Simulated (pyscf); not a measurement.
Single points on ωB97X-D3(BJ)/def2-SVP structures (PySCF, gas phase).

Task: Estimate the classical barrier height and the reaction energy of `[CH3][Si]([F])([SiH3])[SiH3]` + `[SiH3]` [doublet] → `[F][Si]([SiH3])([SiH3])[SiH3]` + `[CH3]` [doublet] at M06-2X/def2-TZVP. The step runs on the doublet surface, breaks C–Si and forms Si–Si; take the separated reactants as zero.

Result: ΔE‡ = 20.9 kcal/mol, ΔE = +18.1 kcal/mol. ωB97M-D3(BJ)/def2-TZVP gives 18.7 kcal/mol and +15.8 kcal/mol. Zero-point energy shifts the barrier by +0.9 kcal/mol. It is a substitution at Si, with an imaginary mode of 296i cm⁻¹. On the reactant side the descent ends in a complex, 4.7 kcal/mol under the separated species and 18.1 kcal/mol under the saddle at ωB97X-D3(BJ)/def2-TZVP. At ωB97X-D3(BJ)/def2-TZVP the barrier from the zero used here is 13.4 kcal/mol. This is the saddle that the search found; another between the same sides may lie lower. The angle at the attacked Si is 178°.
